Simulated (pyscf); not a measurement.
H₃C–AlH₂ (SMILES [CH3][AlH2]) + HO–SiH₃ (SMILES O[SiH3]) → H₃C–AlH–OH (SMILES [CH3][AlH][OH]) + SiH₄ (SMILES [SiH4]), a four-centre exchange (singlet surface; Al–H, O–Si broken, Al–O, H–Si formed). Optimised with ωB97X-D3(BJ)/def2-SVP in PySCF. Energies in eV from the separated reactants.

AM1 to PM7: differences of heats of formation from MOPAC, which are fitted to 298 K values and so differ in kind from electronic energies by zero-point and thermal terms. 

Question: In single points PM3 puts the saddle at -0.55 eV and the reaction energy at -1.32 eV. Should these be trusted to within a few kcal/mol? Compare with ωB97M-D3(BJ)/def2-TZVP.

Answer: ωB97M-D3(BJ)/def2-TZVP gives ΔE‡ = -0.45 eV and ΔE = -0.66 eV. PM3 lies 0.10 eV under it in the barrier and 0.65 eV under it in the reaction energy, so on this step it does not hold to within 0.13 eV. ωB97M-D3(BJ)/def2-TZVP has limits of its own. On the reactant side the descent ends in an adduct with a Al–O contact, 0.97 eV under the separated species and 0.38 eV under the saddle at ωB97X-D3(BJ)/def2-TZVP. On the product side the descent ends in a complex, 0.25 eV under the separated species and 0.32 eV under the saddle at ωB97X-D3(BJ)/def2-TZVP. At ωB97M-D3(BJ) the saddle lies under the separated reactants, which points to a path from their complex (located at ωB97X-D3(BJ) alone). What is counted as formed (Al–O) is already present as a longer contact in the reactant adduct; forming that adduct is a step of its own. At the saddle there is also a short Al–Si contact that neither side keeps. At ωB97X-D3(BJ)/def2-TZVP the barrier from the zero used here is -0.59 eV. This is the saddle that the search found; another between the same sides may lie lower.
